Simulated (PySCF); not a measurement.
Gas-phase reaction: 3 B2O2 + 3 H2O + O3 → 6 HBO2

Energies from PySCF, thermal terms from the rigid-rotor harmonic-oscillator model, ideal gas at 1 bar. The comparison is the NASA 1993 polynomial table, which mixes measured and estimated data. After a fit of one offset per element over all species, the range-separated, M06-2X, PBE0/def2-QZVP and CCSD(T)/def2-TZVPP enthalpies, where run, lie to one side of the table for O3 (+19 kJ/mol): a fault of the table's entry, another state or a shared error of the levels is possible; this was not checked at source. † marks an energy on the PBE0/def2-TZVP geometry and frequencies; other levels use their own. All species are closed-shell singlets. Strong static correlation: O3. The table's entry may be an old estimate for B2O2, HBO2 (not checked at source).

```tsv
level	ΔH°(298 K), kJ
table	-1412.1
BLYP/def2-TZVP†	-1269.8
M06-2X/def2-TZVP†	-1509.4
PBE/def2-SVP	-1313.7
PBE/def2-TZVP†	[?]
PBE0/def2-QZVP†	[?]
PBE0/def2-SVP†	[?]
ωB97M-V/def2-TZVP†	-1410.9
ωB97X-V/def2-TZVP†	[?]
```

What belongs in the gaps?


- PBE/def2-TZVP†, ΔH°(298 K), kJ: -1268.4
- PBE0/def2-QZVP†, ΔH°(298 K), kJ: -1382.0
- PBE0/def2-SVP†, ΔH°(298 K), kJ: -1433.9
- ωB97X-V/def2-TZVP†, ΔH°(298 K), kJ: -1376.8
